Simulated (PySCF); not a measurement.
Gas-phase reaction: H2BNH2 + 3 B = 4 BH + N

Energies from PySCF (xtb for GFN2), thermal terms from the rigid-rotor harmonic-oscillator model, ideal gas at 1 bar. † marks an energy on the PBE0/def2-TZVP geometry and frequencies; other levels use their own. CCSD(T) freezes the core. Open shells (unrestricted): B (multiplicity 2, electronic degeneracy 6), N (multiplicity 4); the rest are closed-shell singlets. GFN2 has no spin-polarisation term. Spin-orbit splitting is ignored; it lowers the true energy and changes the entropy of B. B3LYP is the form with VWN-RPA correlation. H2BNH2: computed as isolated molecules; such fragments, hydroxides, amides, oligomers or adducts are transient or little studied in the gas. CCSD(T) isn't extrapolated to the basis-set limit; its ΔH°(298 K) is 570.8 kJ in def2-SVP and 588.2 kJ in def2-TZVPP. The harmonic model lacks anharmonicity and excited electronic states, which grow with temperature; levels with a mode under 35 cm⁻¹ are left out.

```
level                ΔE electronic, kJ  ΔH°(298 K), kJ  ΔS°(298 K), J/K  ΔG°(1000 K), kJ
-------------------  -----------------  --------------  ---------------  ---------------
B3LYP/def2-TZVP†                   713             653              152              495
CCSD(T)/def2-TZVPP†                647             588              152              430
GFN2-xTB                           551             505              147              353
M06-2X/def2-TZVP†                  689             630              152              471
LDA/def2-TZVP†                     857             798              152              640
ωB97M-V/def2-TZVP†                 684             625              152              467
```
ΔH° is lowest at GFN2-xTB and highest at LDA/def2-TZVP†. No reference value is set beside these.
